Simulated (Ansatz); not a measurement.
# C2F−: an energy map over bond length C1–C2 and bond length C2–F3

A grid of calculations on C2F, SMILES [C-]#CF, charge −1, to see where the energy is lowest and how it rises around there.

Computed with Ansatz 0.2.0. Level: RKS PBE0-D4/def2-TZVPD.

### 1 The starting structure

SMILES `[C-]#CF`, 3 atoms, charge -1, spin multiplicity 1.

Atoms are counted from 1 here; the program's logs count them from 0.

Bond lengths: C1–C2 1.262 Å, C2–F3 1.355 Å. Angles: C1–C2–F3 179.9°.

As a file:

```
C     0.5293    1.1049    0.4132
C     0.0119    0.0270    0.0096
F    -0.5411   -1.1319   -0.4228
```

### 3 Plan of the scan

- bond length C1–C2: 15 values from 1.015 to 1.857 Å
- bond length C2–F3: 15 values from 1.117 to 1.728 Å

Nothing else is relaxed (all other coordinates rigid). Energies count from the relaxed molecule at the same level. Points are written as (first, second).

(The set-up runs are not shown.)

### 4 Point (1.256 Å, 1.335 Å)

File input.yaml:

```yaml
crystal:
  periodic: [false, false, false]
  atoms:
    - { symbol: C, position_ang: [0.518816, 1.084158, 0.405243] }
    - { symbol: C, position_ang: [0.005054, 0.010589, 0.003952] }
    - { symbol: F, position_ang: [-0.540986, -1.130527, -0.422567] }
total_charge: -1
basis:
  gaussian: { orbitals: def2-TZVPD }
hamiltonian:
  xc: pbe0
  dispersion: d4
output:
  forces: true
```

Launch:

```sh
ansatz run input.yaml --threads 1 --pin off --max-ram 2560MiB --backend cpu --events-out ev --progress --plain --runs-dir out
```

The session goes on with these runs: the other points that were computed.

**Question.** What will these runs give? Wanted: lowest point; highest computed point; largest force on an atom.

As calculated:

| quantity | value |
| --- | --- |
| lowest point | (1.256 Å, 1.335 Å), 1.3 kJ/mol |
| highest computed point | (1.857 Å, 1.117 Å), 636 kJ/mol above the lowest |
| largest force on an atom (eV/Å) | 1.4 at (1.256 Å, 1.335 Å) to 43.3 at (1.015 Å, 1.728 Å); 1.4 at the lowest point |
| time for the whole task | 6.4 min on 1 thread, shared host |

In words: The lowest computed point is at (1.256 Å, 1.335 Å), 1.3 kJ/mol from the relaxed molecule at the same level. The grid shows no other well, apart from its symmetry copies. The highest computed point, (1.857 Å, 1.117 Å), lies 636 kJ/mol above the lowest. Round the minimum the two coordinates are nearly uncoupled.
